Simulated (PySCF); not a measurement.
## Complete the spectrum of C4H5F

Species: C4H5F.
Geometry (GFN2-xTB, Å), atoms numbered from 1 in this order:
```
atom  x, y, z in Å
F1     2.484    0.729    0.407
C2     1.629   -0.236   -0.004
C3     0.336   -0.059   -0.007
C4    -0.992   -0.608   -0.286
C5    -0.826    0.795    0.254
H6     2.152   -1.128   -0.314
H7    -1.379   -1.374    0.371
H8    -1.288   -0.735   -1.318
H9    -1.008    1.630   -0.407
H10   -1.098    0.990    1.281
```

Method: TDDFT wB97X-D/def2-SVPD, vertical, gas phase, core orbitals frozen in the response in PySCF.

Orbital energies (eV): HOMO-3 -12.64, HOMO-2 -11.28, HOMO-1 -10.96, HOMO -9.23, LUMO 2.07, LUMO+1 2.44, LUMO+2 2.92.

Lowest singlets, with some entries withheld (?).

```json
{"state": "S1", "ν̃ (cm⁻¹)": "58610", "f": "?", "main configurations (H = HOMO, L = LUMO)": "H→L+1 (70%), H→L+3 (15%)"}
{"state": "S2", "ν̃ (cm⁻¹)": "59580", "f": "0.405", "main configurations (H = HOMO, L = LUMO)": "H→L (96%)"}
{"state": "S3", "ν̃ (cm⁻¹)": "?", "f": "0.0002", "main configurations (H = HOMO, L = LUMO)": "H-1→L (95%)"}
{"state": "S4", "ν̃ (cm⁻¹)": "63540", "f": "0.0001", "main configurations (H = HOMO, L = LUMO)": "H→L+2 (55%), H→L+1 (14%), H→L+5 (11%)"}
{"state": "S5", "ν̃ (cm⁻¹)": "65050", "f": "?", "main configurations (H = HOMO, L = LUMO)": "?"}
{"state": "S6", "ν̃ (cm⁻¹)": "65850", "f": "0.0039", "main configurations (H = HOMO, L = LUMO)": "H→L+3 (59%), H→L+2 (19%), H→L+4 (9%)"}
{"state": "S7", "ν̃ (cm⁻¹)": "72180", "f": "?", "main configurations (H = HOMO, L = LUMO)": "?"}
{"state": "S8", "ν̃ (cm⁻¹)": "?", "f": "0.023", "main configurations (H = HOMO, L = LUMO)": "?"}
```

Task: What stands in place of each question mark?

Result: 
- S1: f = 0.012
- S3: ν̃ = 61230 cm⁻¹
- S5: f = 0.0004; H-2→L (94%)
- S7: f = 0.022; H→L+5 (37%), H→L+7 (23%), H→L+3 (14%)
- S8: ν̃ = 72990 cm⁻¹; H-1→L+1 (91%)

Task: What is the mean static polarisability from the same response equations?

Result: 48.2 au (7.14 Å³), with principal values 36.1, 45.2 and 63.3 au.

Task: Where do the lowest triplets lie (Tamm–Dancoff)?

Result: T1 4.57 eV, H→L (93%); T2 7.13 eV, H→L+1 (46%), H→L+3 (16%), H-1→L (12%); T3 7.16 eV, H-1→L (84%). E(S1) − E(T1) = +2.70 eV.

Task: How far apart are S4 and S7, in eV and cm⁻¹?

Result: 8.949 − 7.878 = 1.071 eV, or about 8630 cm⁻¹.
